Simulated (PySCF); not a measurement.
This PySCF input asks for the spin–spin couplings of `InChI=1S/C2H5B/c1-2-3/h2H,1,3H2`; the geometry comes from GFN2-xTB.

```python
import basis_set_exchange as bse
import numpy as np
from pyscf import gto, dft
from pyscf.data import nist
from pyscf.prop import ssc

atoms = """
B     1.306740    0.036774    0.111923
C    -0.142942   -0.492032    0.086541
C    -1.208572    0.283962   -0.123543
H     2.200844   -0.694685    0.295428
H     1.509939    1.176511   -0.054103
H    -0.332874   -1.549475    0.243578
H    -1.104351    1.344964   -0.287840
H    -2.219728   -0.096607   -0.141068
"""
names = dict.fromkeys(["B", "C", "H"], "pcJ-1")
basis = {el: gto.basis.parse(bse.get_basis(n, elements=[el], fmt="nwchem")) for el, n in names.items()}
mol = gto.M(atom=atoms, basis=basis, charge=0, verbose=0)
mf = dft.RKS(mol, xc="B3LYP")
mf.grids.level = 2
mf.grids.alignment = dft.numint.BLKSIZE   # the property module wants whole blocks of grid points
mf.conv_tol = 1e-9
mf.kernel()

sc = ssc.RKS(mf)
sc.with_fcsd = True   # Fermi contact and spin-dipole together
sc.max_cycle_cphf = 60
g = {"B": 1.7924326, "C": 1.4048236, "H": 5.58569468}   # nuclear g factors of 11B, 13C, 1H
sc.nuc_pair = [(i, j) for i in range(mol.natm) for j in range(i + 1, mol.natm)
               if mol.atom_pure_symbol(i) in g and mol.atom_pure_symbol(j) in g]
K = sc.kernel()
unit = nist.HARTREE2J / nist.PLANCK * (0.5 * nist.E_MASS / nist.PROTON_MASS) ** 2
for (i, j), k in zip(sc.nuc_pair, K):
    a, b = mol.atom_pure_symbol(i), mol.atom_pure_symbol(j)
    J = unit * g[a] * g[b] * np.trace(k) / 3
    if abs(J) >= 1:
        print("%s%d %s%d %8.1f Hz" % (a, i, b, j, J))
```

**Question.** What are the results?

**Answer.** 
```
B0 C1     62.7 Hz
B0 C2      3.9 Hz
B0 H3    129.8 Hz
B0 H4    130.1 Hz
B0 H5      3.1 Hz
B0 H6      7.7 Hz
B0 H7     11.1 Hz
C1 C2     66.1 Hz
C1 H3      4.1 Hz
C1 H4      4.6 Hz
C1 H5    145.4 Hz
C1 H6      1.6 Hz
C1 H7     -2.4 Hz
C2 H3      9.3 Hz
C2 H4      6.2 Hz
C2 H5     -2.7 Hz
C2 H6    164.0 Hz
C2 H7    161.5 Hz
H3 H4      4.5 Hz
H3 H5      5.4 Hz
H3 H7      2.3 Hz
H4 H5      9.1 Hz
H5 H6     20.2 Hz
H5 H7     13.7 Hz
H6 H7      3.8 Hz
```

These numbers come from an equivalent density-fitted implementation of the same equations, which agrees with the script to about 0.1 Hz, so last digits may differ.

Size and cost of the density-fitted run: 131 basis functions, 5.5 s wall time on 1 thread of an Arm Neoverse V2, shared host.
